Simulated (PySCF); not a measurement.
Compound: CH6Si.
Structure used (PBE0-D3(BJ)/def2-SVP), in Å, numbered top down from 1:
```
atom  x, y, z in Å
C1    -0.9624   -0.1429    0.0077
Si2    0.8986    0.1136   -0.0402
H3    -1.4349    0.5500    0.7206
H4    -1.2046   -1.1707    0.3188
H5    -1.4108    0.0291   -0.9826
H6     1.2345    1.5106   -0.4567
H7     1.5383   -0.8292   -1.0099
H8     1.4976   -0.1273    1.3095
```

Level: PBE0/pcSseg-1 and CAM-B3LYP/def2-SVPD in PySCF, non-relativistic, on one gas-phase PBE0-D3(BJ)/def2-SVP geometry that isn't relaxed in the solvent. The solvent is an IEF-PCM continuum (cavity from Bondi-type radii × 1.2). Only the electrostatic response of the medium enters.

Gas phase at PBE0/pcSseg-1: HOMO -9.28 eV, LUMO 0.94 eV, dipole 0.75 D.

What does the continuum do to the energy, the frontier levels and the dipole at PBE0/pcSseg-1 in chloroform and dimethylsulfoxide?

| solvent | ε | E(solvent) − E(gas) (kcal/mol) | polarisation term (kcal/mol) | distortion of the solute (kcal/mol) | HOMO (eV) | LUMO (eV) | dipole (D) |
| --- | --- | --- | --- | --- | --- | --- | --- |
| chloroform | 4.711 | -0.45 | -0.48 | 0.03 | -9.16 | 1.05 | 0.89 |
| dimethylsulfoxide | 46.83 | -0.63 | -0.68 | 0.05 | -9.13 | 1.07 | 0.94 |

The polarisation term is half the interaction of the solute with the surface charges that it induces; the rest is the cost of distorting the solute's density. The sum is the electrostatic part of solvation alone. From chloroform to dimethylsulfoxide the lowering changes by a factor 1.39, Onsager's factor (ε − 1)/(2ε + 1) by 1.36 and ε itself by 9.9.

Which Mulliken charges (PBE0/pcSseg-1) respond most in chloroform (means over atoms taken as equivalent)?

| atoms | environment | gas (e) | solvent (e) | change |
| --- | --- | --- | --- | --- |
| Si2 | SiH3 silicon | +0.465 | +0.479 | +0.014 |
| C1 | Si-methyl carbon | -0.635 | -0.643 | -0.008 |
| H6/H7/H8 | Si–H hydrogen | -0.090 | -0.098 | -0.008 |
| H3/H4/H5 | methyl hydrogen | +0.147 | +0.153 | +0.006 |

Gas phase at CAM-B3LYP/def2-SVPD: HOMO -10.64 eV, LUMO 1.12 eV, dipole 0.75 D.

What does the continuum do to the energy, the frontier levels and the dipole at CAM-B3LYP/def2-SVPD in chloroform and dimethylsulfoxide?

```json
{"solvent": "chloroform", "ε": "4.711", "E(solvent) − E(gas) (kcal/mol)": "-0.45", "polarisation term (kcal/mol)": "-0.49", "distortion of the solute (kcal/mol)": "0.04", "HOMO (eV)": "-10.51", "LUMO (eV)": "1.24", "dipole (D)": "0.91"}
{"solvent": "dimethylsulfoxide", "ε": "46.83", "E(solvent) − E(gas) (kcal/mol)": "-0.63", "polarisation term (kcal/mol)": "-0.70", "distortion of the solute (kcal/mol)": "0.07", "HOMO (eV)": "-10.48", "LUMO (eV)": "1.27", "dipole (D)": "0.97"}
```

The atom shares or the degeneracy of the LUMO differ from the gas phase in dimethylsulfoxide, so that column needn't follow one orbital.

How does the static polarisability (CAM-B3LYP/def2-SVPD, frozen core, with the continuum's full static response) change?

```csv
medium,isotropic (au),principal values (au),⟨r²⟩ of the electrons (bohr²)
gas,43.1,"40.9, 40.9, 47.4",181.1
chloroform,52.5,"50.3, 50.3, 57.0",181.2
dimethylsulfoxide,57.1,"55.1, 55.1, 61.1",181.2
```

The isotropic value in dimethylsulfoxide is 1.33 times the gas-phase one; no cavity-field correction is applied. ⟨r²⟩ is taken about the centre of nuclear charge.
